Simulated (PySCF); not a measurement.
# Where the electron goes

C4H6N2.
Z-matrix (Å and degrees, PBE0-D3(BJ)/def2-SVP geometry), rows numbered from 1:
```
C 
N   1  1.4394
C   2  1.3726  1  126.74
C   3  1.3755  2  105.47  1  -178.77
N   4  1.3652  3  110.46  2     0.07
C   5  1.3093  4  105.26  3     0.03
H   1  1.1011  2  111.33  3    66.96
H   1  1.1000  2  110.79  3   -54.21
H   1  1.0978  2  109.14  3  -173.36
H   3  1.0875  2  122.04  1     1.36
H   4  1.0896  3  127.68  2  -179.78
H   6  1.0911  2  121.57  1    -1.37
```

Method: TDDFT CAM-B3LYP/def2-SVPD, vertical, gas phase, core orbitals frozen in the response (PySCF 2.14.0, density-fitted response routines).

Kohn–Sham orbitals with the atoms that hold most of them (Löwdin shares over 4%, at most four atoms; ? is withheld):

```csv
orbital,ε (eV),atoms
LUMO+2,2.12,"C3 23%, H10 19%, C4 19%, H11 11%"
LUMO+1,1.58,"C6 19%, N2 18%, C3 17%, C4 10%"
LUMO,1.12,?
HOMO,-7.89,?
HOMO-1,-9.10,"N5 66%, C4 11%, C6 10%, N2 4%"
HOMO-2,-9.15,"N5 34%, N2 29%, C4 11%, C6 8%"
HOMO-3,-12.72,"C4 28%, H11 17%, N5 13%, C1 10%"
```

Task: Give the leading atoms of the HOMO.

Result: C3 (bonded to C, N and H) 28%; C4 (bonded to C, N and H) 25%; C6 (bonded to 2 N and H) 21%; N2 (bonded to 3 C) 10%. By element: carbon 74% or more, nitrogen 10% or more.

Task: Give the leading atoms of the LUMO.

Result: C1 (bonded to N and 3 H) 36%; H9 (bonded to C) 11%; H8 (bonded to C) 11%; H7 (bonded to C) 11%. By element: carbon 36% or more, hydrogen 33% or more.

Task: The HOMO–LUMO gap is 9.01 eV. Where does the response calculation put the lowest singlet, and from which orbitals?

Result: S1 is at 6.32 eV (f = 0.0075), 2.69 eV below the gap, made of HOMO→LUMO (87%), HOMO→LUMO+2 (10%). 

Task: One configuration dominates each of S1, S2 and S3. Which, and how do the shares of the two leading atoms of either orbital change from the occupied to the empty one?

Result: 
- S1 (6.32 eV, f 0.0075), HOMO→LUMO (87%): C3 28% → at most 11%, C4 25% → at most 11%, C1 at most 11% → 36%, H9 at most 11% → 11%
- S2 (6.48 eV, f 0.155), HOMO→LUMO+1 (92%): C3 28% → 17%, C4 25% → 10%, C6 21% → 19%, N2 10% → 18%
- S3 (6.68 eV, f 0.0022), HOMO-1→LUMO+1 (86%): N5 66% → at most 11%, C4 11% → 10%, C6 10% → 19%, N2 4% → 18%

Cost: about 27 s of CPU time on one thread; the machine was shared, so the figure is rough.
